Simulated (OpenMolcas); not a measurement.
**AlH2F (SMILES [H][Al]([H])[F]), step by step**

Wanted: the energy (UHF/STO-3G), then the energy (CASSCF(2,2)/STO-3G), then a single-point energy (CASPT2(2,2)/STO-3G), then the energy (SC-NEVPT2(2,2)/STO-3G), then a single-point energy (MRCI(2,2)/STO-3G) of AlH2F. 

The calculation is run with OpenMolcas 26.06.

2 further runs of the same task are left out: 1 for a known fault of the program, 1 set aside as unsound or not needed.

## 1. The system as given

The species is AlH2F (4 atoms), meant as a singlet with charge 0. SMILES: `[H][Al]([H])[F]`. The Al1–H3 distance was set to 3.056 Å, away from the relaxed value. At this shape a bond of the SMILES string is far longer than usual.

Bond lengths: Al1–F4 1.642 Å, Al1–H2 1.528 Å. Angles: H2–Al1–F4 119.2°.

## 2. A single-point energy at UHF/STO-3G (run 1)

Input file geom.xyz:

```xyz
4

Al     0.778176    -1.293436     0.021300
H      2.305486    -1.343986     0.034440
H     -0.738990     1.358820    -0.019420
F     -0.068944    -2.699746     0.024760
```

Input file step1.inp:

```
>>> EXPORT MOLCAS_PRINT=2
&GATEWAY
BasLib=$CurrDir
Coord=geom.xyz
Basis=STO-3G
Group=NoSym
&SEWARD
&SCF
UHF
Scramble=0.25
PrOrbitals=1 1
```

The basis set STO-3G is read from a file made from the Basis Set Exchange's data (not shown).

On the command line:

```bash
export MOLCAS_MEM=1860
pymolcas step1.inp > step1.log
```

The log of the run, cut to the lines that bear on the results:

```text
--- Start Module: gateway ---
[...]
--- Stop Module: gateway /rc=_RC_ALL_IS_WELL_ ---
--- Start Module: seward ---
[...]
      Basis functions           16
--- Stop Module: seward /rc=_RC_ALL_IS_WELL_ ---
--- Start Module: scf ---
[...]
       Convergence after  19 Iterations
[...]
::    Total SCF energy                               -338.0620023200
[...]
      Total spin, S                                     0.6021160729
[...]
      Total electronic charge=   24.000000
      Total            charge=   -0.000000
[...]
      Dipole Moment (debye):
      Origin of the operator (angstrom)=    0.4431   -1.7955    0.0221
                   X= -2.6522E-01               Y=  1.6327E+00               Z= -1.3599E-02           Total=  1.6542E+00
      Quadrupole Moment (debye*angstrom):
[...]
--- Stop Module: scf /rc=_RC_ALL_IS_WELL_ ---
[...]
```

It took 1.6 s on 1 thread of Arm Neoverse V2, shared host; peak memory 0.37 GiB.

## 3. The energy at CASSCF(2,2)/STO-3G (run 2)

geom.xyz is that of step 2.

Input file step2.input:

```
&gateway
baslib
$CurrDir
coord
geom.xyz
basis
STO-3G
group
NoSym
&seward
&rasscf
fileorb
$CurrDir/step1.UnaOrb
spin
1
nactel
2 0 0
inactive
11
ras2
2
orblisting
Nothing
orbappear
Compact
```

The basis set STO-3G is read from a file made from the Basis Set Exchange's data (not shown).

On the command line:

```bash
export MOLCAS_MEM=1860
pymolcas step2.input > step2.log
```

The log of the run, cut to the lines that bear on the results:

```text
--- Start Module: gateway ---
[...]
--- Stop Module: gateway /rc=_RC_ALL_IS_WELL_ ---
--- Start Module: seward ---
[...]
      Basis functions           16
--- Stop Module: seward /rc=_RC_ALL_IS_WELL_ ---
--- Start Module: rasscf ---
[...]
      Number of active orbitals                  2
[...]
      Spin quantum number                      0.0
[...]
      Active orbitals                            2
[...]
      Number of CSFs                             3
[...]
      Number of root(s) required                 1
[...]
      Convergence after  8 iterations
[...]
      printout of CI-coefficients larger than  0.05 for root  1
      energy=    -338.067459
      conf/sym  11     Coeff  Weight
             1  20  -0.83230 0.69272
             3  02   0.55433 0.30728
      Natural orbitals and occupation numbers for root  1
      sym 1:   1.385435   0.614565
      ************************************************************************************************************************
      *                                                    Final results                                                     *
[...]
::    RASSCF root number  1 Total energy:   -338.06745939
[...]
      Total electronic charge=   24.000000
      Total            charge=   -0.000000
[...]
      Dipole Moment (debye):
      Origin of the operator (angstrom)=    0.4431   -1.7955    0.0221
                   X= -1.7744E-01               Y=  1.4866E+00               Z= -1.0887E-02           Total=  1.4972E+00
      Quadrupole Moment (debye*angstrom):
[...]
--- Stop Module: rasscf /rc=_RC_ALL_IS_WELL_ ---
[...]
```

Wall time 1.4 s (1 thread of Arm Neoverse V2, shared host); peak memory 0.37 GiB.

## 4. A single-point energy at CASPT2(2,2)/STO-3G (run 3)

geom.xyz is that of step 3.

Input file step3.input:

```
&GATEWAY
  BasLib=$CurrDir
  Coord=geom.xyz
  Basis=STO-3G
  Group=NoSym

&SEWARD

&RASSCF
  FileOrb=$CurrDir/step2.RasOrb
  Spin=1
  Nactel=2 0 0
  Inactive=11
  Ras2=2
  OrbListing=Nothing
  OrbAppear=Compact

&CASPT2
  Imaginary=0.1
  Frozen=6
```

The basis set STO-3G is read from a file made from the Basis Set Exchange's data (not shown).

On the command line:

```bash
export MOLCAS_MEM=1860
pymolcas step3.input > step3.log
```

The log of the run, cut to the lines that bear on the results:

```text
--- Start Module: gateway ---
[...]
--- Stop Module: gateway /rc=_RC_ALL_IS_WELL_ ---
[...]
      Basis functions           16
[...]
--- Start Module: rasscf ---
[...]
      Number of active orbitals                  2
[...]
      Spin quantum number                      0.0
[...]
      Active orbitals                            2
[...]
      Number of CSFs                             3
[...]
      Number of root(s) required                 1
[...]
      Convergence after  4 iterations
[...]
      printout of CI-coefficients larger than  0.05 for root  1
      energy=    -338.067459
      conf/sym  11     Coeff  Weight
             1  20  -0.83230 0.69272
             3  02   0.55433 0.30728
      Natural orbitals and occupation numbers for root  1
      sym 1:   1.385435   0.614565
      ************************************************************************************************************************
      *                                                    Final results                                                     *
[...]
::    RASSCF root number  1 Total energy:   -338.06745939
[...]
      Total electronic charge=   24.000000
      Total            charge=   -0.000000
[...]
      Dipole Moment (debye):
      Origin of the operator (angstrom)=    0.4431   -1.7955    0.0221
                   X= -1.7744E-01               Y=  1.4866E+00               Z= -1.0883E-02           Total=  1.4972E+00
      Quadrupole Moment (debye*angstrom):
[...]
--- Stop Module: rasscf /rc=_RC_ALL_IS_WELL_ ---
--- Start Module: caspt2 ---
[...]
 ###    WARNING: User changed nr of frozen orbitals.                         ###
 ###############################################################################
[...]
      E2 (Variational):          -0.0389516038
      Total energy:            -338.1064109909
[...]
      Reference weight:           0.97880
[...]
::    CASPT2 Root  1     Total energy:   -338.10641099
[...]
--- Stop Module: caspt2 /rc=_RC_ALL_IS_WELL_ ---
[...]
```

Wall time 1.5 s (1 thread of Arm Neoverse V2, shared host); peak memory 0.36 GiB.

## 5. A single-point energy at SC-NEVPT2(2,2)/STO-3G (run 4)

geom.xyz is that of step 4.

Input file step4.input:

```
* AlFH2 NEVPT2

&GATEWAY
  BASLIB = $CurrDir
  COORD = geom.xyz
  BASIS = STO-3G
  GROUP = NoSym

&SEWARD

&RASSCF
  FILEORB = $CurrDir/step2.RasOrb
  SPIN = 1
  NACTEL = 2 0 0
  INACTIVE = 11
  RAS2 = 2
  ORBLISTING = Nothing
  ORBAPPEAR = Compact

&CASPT2
  SC-NEVPT2
  FROZEN = 6
```

The basis set STO-3G is read from a file made from the Basis Set Exchange's data (not shown).

On the command line:

```bash
export MOLCAS_MEM=1860
pymolcas step4.input > step4.log
```

The log of the run, cut to the lines that bear on the results:

```text
--- Start Module: gateway ---
[...]
--- Stop Module: gateway /rc=_RC_ALL_IS_WELL_ ---
[...]
      Basis functions           16
[...]
--- Start Module: rasscf ---
[...]
      Number of active orbitals                  2
[...]
      Spin quantum number                      0.0
[...]
      Active orbitals                            2
[...]
      Number of CSFs                             3
[...]
      Number of root(s) required                 1
[...]
      Convergence after  4 iterations
[...]
      printout of CI-coefficients larger than  0.05 for root  1
      energy=    -338.067459
      conf/sym  11     Coeff  Weight
             1  20  -0.83230 0.69272
             3  02   0.55433 0.30728
      Natural orbitals and occupation numbers for root  1
      sym 1:   1.385435   0.614565
      ************************************************************************************************************************
      *                                                    Final results                                                     *
[...]
::    RASSCF root number  1 Total energy:   -338.06745939
[...]
      Total electronic charge=   24.000000
      Total            charge=   -0.000000
[...]
      Dipole Moment (debye):
      Origin of the operator (angstrom)=    0.4431   -1.7955    0.0221
                   X= -1.7744E-01               Y=  1.4866E+00               Z= -1.0883E-02           Total=  1.4972E+00
      Quadrupole Moment (debye*angstrom):
[...]
--- Stop Module: rasscf /rc=_RC_ALL_IS_WELL_ ---
--- Start Module: caspt2 ---
[...]
 ###    WARNING: User changed nr of frozen orbitals.                         ###
 ###############################################################################
[...]
      E2 (Variational):          -0.0380088396
[...]
      E2 (Variational):          -0.0379978889
      Total energy:            -338.1054572760
[...]
      Reference weight:           0.97978
[...]
::    SC-NEVPT2 Root  1     Total energy:   -338.10545728
[...]
--- Stop Module: caspt2 /rc=_RC_ALL_IS_WELL_ ---
[...]
```

Run time: 1.5 s. Hardware: 1 thread of Arm Neoverse V2, shared host; peak memory 0.37 GiB.

## 6. The energy at MRCI(2,2)/STO-3G (run 5)

geom.xyz is that of step 5.

Input file step5.inp:

```
* AlFH2 MRCI

&GATEWAY
 BASLIB
 $CurrDir
 COORD
 geom.xyz
 BASIS
 STO-3G
 GROUP
 NoSym

&SEWARD

&RASSCF
 FILEORB
 $CurrDir/step2.RasOrb
 SPIN
 1
 NACTEL
 2 0 0
 INACTIVE
 11
 RAS2
 2
 ORBLISTING
 Nothing
 ORBAPPEAR
 Compact

&MOTRA
 LUMORB
 FROZEN
 6

&GUGA
 ELECTRONS
 12
 SPIN
 1
 INACTIVE
 5
 ACTIVE
 2
 CIALL
 1

&MRCI
 SDCI
```

The basis set STO-3G is read from a file made from the Basis Set Exchange's data (not shown).

On the command line:

```bash
export MOLCAS_MEM=1860
pymolcas step5.inp > step5.log
```

The log of the run, cut to the lines that bear on the results:

```text
--- Start Module: gateway ---
[...]
--- Stop Module: gateway /rc=_RC_ALL_IS_WELL_ ---
[...]
      Basis functions           16
[...]
      Number of active orbitals                  2
[...]
      Spin quantum number                      0.0
[...]
      Active orbitals                            2
[...]
      Number of CSFs                             3
[...]
      Number of root(s) required                 1
[...]
      Convergence after  4 iterations
[...]
      printout of CI-coefficients larger than  0.05 for root  1
      energy=    -338.067459
      conf/sym  11     Coeff  Weight
             1  20  -0.83230 0.69272
             3  02   0.55433 0.30728
      Natural orbitals and occupation numbers for root  1
      sym 1:   1.385435   0.614565
      ************************************************************************************************************************
      *                                                    Final results                                                     *
[...]
::    RASSCF root number  1 Total energy:   -338.06745939
[...]
      Dipole Moment (debye):
      Origin of the operator (angstrom)=    0.4431   -1.7955    0.0221
                   X= -1.7744E-01               Y=  1.4866E+00               Z= -1.0883E-02           Total=  1.4972E+00
      Quadrupole Moment (debye*angstrom):
[...]
      *** WARNING: Default frozen orbitals is overwritten by user input.
      *** Default values:   3
[...]
--- Start Module: guga ---
[...]
--- Stop Module: guga /rc=_RC_ALL_IS_WELL_ ---
--- Start Module: mrci ---
[...]
       (But an ACPF correction will be computed)
       USE THE DEFAULT ACPF G-VALUE GFAC=  0.16666666666666666
[...]
                      CI ENERGY:  -338.11764721
[...]
                ACPF CORRECTION:    -0.00194921
[...]
      Total electronic charge=   24.000000
      Total            charge=   -0.000000
[...]
     ACPF CORRECTION:     -0.00194921
[...]
  CI State   1     Total energy:   -338.11764721     QDav:     -0.00235736     QACPF:     -0.00194921
[...]
--- Stop Module: mrci /rc=_RC_ALL_IS_WELL_ ---
[...]
```

Wall time 1.6 s (1 thread of Arm Neoverse V2, shared host); peak memory 0.37 GiB.

## 7. What came out

```
                                                    quantity          value
                             run 1, UHF/STO-3G: total energy  -338.06200 Eh
                            run 1, UHF/STO-3G: dipole moment         1.65 D
                              run 1, UHF/STO-3G: HOMO energy       -4.53 eV
                              run 1, UHF/STO-3G: LUMO energy        7.90 eV
                            run 1, UHF/STO-3G: HOMO–LUMO gap       12.44 eV
                                     run 1, UHF/STO-3G: ⟨S²⟩          0.965
                     run 2, CASSCF(2,2)/STO-3G: total energy  -338.06746 Eh
   run 2, CASSCF(2,2)/STO-3G: dipole moment (CASSCF density)         1.50 D
                     run 3, CASPT2(2,2)/STO-3G: total energy  -338.10641 Eh
   run 3, CASPT2(2,2)/STO-3G: dipole moment (CASSCF density)         1.50 D
                  run 4, SC-NEVPT2(2,2)/STO-3G: total energy  -338.10546 Eh
run 4, SC-NEVPT2(2,2)/STO-3G: dipole moment (CASSCF density)         1.50 D
                       run 5, MRCI(2,2)/STO-3G: total energy  -338.11765 Eh
     run 5, MRCI(2,2)/STO-3G: dipole moment (CASSCF density)         1.50 D
```

In words: ⟨S²⟩ (run 1, UHF/STO-3G) is 0.96 where a pure singlet has 0.00: the reference is spin-contaminated. Mulliken charges (run 2, CASSCF(2,2)/STO-3G) run from -0.39 on F4 to +0.72 on Al1; they depend strongly on the basis. Mulliken charges (run 3, CASPT2(2,2)/STO-3G) of the CASSCF density run from -0.39 on F4 to +0.72 on Al1; they depend strongly on the basis. Mulliken charges (run 4, SC-NEVPT2(2,2)/STO-3G) of the CASSCF density run from -0.39 on F4 to +0.72 on Al1; they depend strongly on the basis. Mulliken charges (run 5, MRCI(2,2)/STO-3G) of the CASSCF density run from -0.39 on F4 to +0.72 on Al1.
